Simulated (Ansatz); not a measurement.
Relaxation of C3H8FNO (14 atoms, charge 0, multiplicity 1), to a largest force component of 0.015 eV/Å in at most 40 steps.

Theory: RKS B3LYP/def2-SVP in Ansatz 0.2.0.

```xyz
14
Properties=species:S:1:pos:R:3:forces:R:3
C -0.044 -0.654 1.602 -1.77 3.71 -0.07
C -0.022 -0.358 0.087 1.73 0.12 2.12
N 1.242 -0.776 -0.436 2.11 -0.33 -0.35
O -0.090 1.048 -0.120 -1.58 -0.02 -1.84
C -0.663 1.316 -1.429 -0.31 2.27 2.98
F -1.955 0.914 -1.458 -0.63 -0.56 -0.11
H 0.047 -1.670 1.830 0.22 -2.01 0.36
H -1.018 -0.252 1.977 0.20 -0.57 0.11
H 0.683 -0.029 2.171 0.15 -0.42 -0.49
H -0.820 -0.917 -0.378 -0.71 -0.12 -0.55
H 1.973 -0.203 0.053 -0.74 -0.38 -0.62
H 1.474 -1.726 -0.107 -0.32 0.19 -0.40
H -0.706 2.432 -1.580 0.55 -0.70 0.33
H -0.114 0.848 -2.186 1.10 -1.19 -1.48
```

Q: Where does it end, and by what steps?

A: The run converged. After 9 steps the energy has fallen by 0.601 eV; H12 moved furthest, 0.59 Å.

| step | energy less start (eV) | largest force component (eV/Å) | accepted |
| --- | --- | --- | --- |
| 0 | 0.0000 | 3.715 | yes |
| 1 | -0.4668 | 1.466 | yes |
| 2 | -0.5533 | 0.524 | yes |
| 3 | -0.5838 | 0.280 | yes |
| 4 | -0.5775 | 0.371 | no |
| 5 | -0.5925 | 0.174 | yes |
| 6 | -0.5968 | 0.327 | yes |
| 7 | -0.6005 | 0.141 | yes |
| 8 | -0.6013 | 0.021 | yes |
| 9 | -0.6014 | 0.011 | yes |

```xyz
14
Properties=species:S:1:pos:R:3
C -0.065 -0.539 1.688
C -0.036 -0.371 0.175
N 1.220 -0.691 -0.466
O -0.373 1.000 -0.068
C -0.639 1.308 -1.379
F -1.873 0.808 -1.767
H 0.168 -1.579 1.965
H -1.054 -0.275 2.094
H 0.681 0.127 2.153
H -0.809 -1.011 -0.287
H 2.018 -0.405 0.101
H 1.306 -1.685 -0.666
H -0.675 2.407 -1.456
H 0.118 0.877 -2.058
```

Whether the end is a true minimum wasn't checked by a vibrational analysis.

The run took 53 s on 2 threads of Intel(R) Xeon(R) Platinum 8375C CPU @ 2.90GHz (Ice Lake), on a shared host, peak memory 0.32 GiB.
